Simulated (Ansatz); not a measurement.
System: rutile SnO₂. Method: r²SCAN (plane waves, PAW; Ansatz, a quantum-chemistry and plane-wave program).

Run with plane-wave cutoff 600 eV, 6×6×8 k mesh (along the axes of the cell as run), finite displacements, scalar-relativistic PAW data made under PBE.

Computed at the level's own relaxed cell.

Task: Give the computed electronic dielectric constant ε∞ (mean over three axes) and static dielectric constant (mean over three axes).

Result: 
electronic dielectric constant ε∞ (mean over three axes): 4.12
static dielectric constant (mean over three axes): 11.2

Measured, for comparison: high-frequency dielectric constant 4.06 (temperature not stated, no zero-point or thermal correction, mean; as tabulated in He and Franchini (2017), arXiv:1706.08159); static dielectric constant 12.2 (temperature not stated, no zero-point or thermal correction, mean of the two values across and the one along c; as tabulated in Wang et al. (2024), arXiv:2401.12158). Computed (rounded) less measured: high-frequency dielectric constant +1 %, static dielectric constant -8 %.

Spin–orbit coupling is not included.
